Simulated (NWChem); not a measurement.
SO, triplet; SMILES O=S

Program: NWChem. Spin-unrestricted. The geometry was optimised at PBE0/def2-SVP, spin-unrestricted. No stability test was run on the SCF state. Vertical excitations in the gas phase; the lowest state need not have the same character in each row. Excited states of an open shell can be spin-contaminated.

| level | lowest excitation (eV) | lowest empty minus highest occupied level, either spin (eV) |
|---|---|---|
| PBE/def2-SVPD, TDA | 4.98 | 1.65 |
| B3LYP/def2-SVPD, TDA | 4.68 | 3.67 |
| PBE0/def2-SVPD, TDA | 4.70 | 4.34 |
| BHandHLYP/def2-SVPD, TDA | 4.37 | 6.88 |
